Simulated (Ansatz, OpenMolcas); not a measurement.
**How methods differ on BClO (boron chloride oxide)**

BClO: 3 atoms, total charge 0, spin state singlet. SMILES: `O=BCl`. The shape is that of a GFN2-xTB optimisation.

```xyz
3

O     1.0196    0.6062    0.6270
B     0.1131    0.0666    0.0695
Cl   -1.1326   -0.6728   -0.6965
```

Each level gives the vertical ionisation energy (to the doublet cation) (eV). The values are calculated.

```csv
level,kind,program,value (eV),less FCI/STO-3G,CPU time (all runs)
HF/STO-3G,Hartree–Fock,OpenMolcas,9.80,-0.60,3.7 s
"HF/STO-3G, open shells restricted",Hartree–Fock,OpenMolcas,9.88,-0.52,4.1 s
revPBE/STO-3G,GGA,Ansatz,11.05,+0.65,27 s
M06-2X/STO-3G,hybrid meta-GGA,OpenMolcas,11.47,+1.07,10 s
RPA@PBE/STO-3G,RPA,Ansatz,9.83,-0.57,47 s
MP2/STO-3G,perturbation theory,Ansatz,10.98,+0.58,1.1 s
CCSDTQ/STO-3G,coupled cluster or CI,Ansatz,10.40,0.00,2 min
FCI/STO-3G,exact in the basis,Ansatz,10.40,0.00,4.2 s
"FCI/STO-3G, open shells restricted",exact in the basis,OpenMolcas,10.40,0.00,92 s
```

FCI/STO-3G is exact within its basis and frozen core, so for wave-function methods in that basis the difference is their error; functionals converge differently with the basis, so for them it is only a difference. The values span 9.80 to 11.47 eV. All rows use very small basis sets, so none should be taken for the real molecule's value. Times are those of the runs behind each value, whatever else they computed, on shared processors of several kinds: orders of magnitude only.
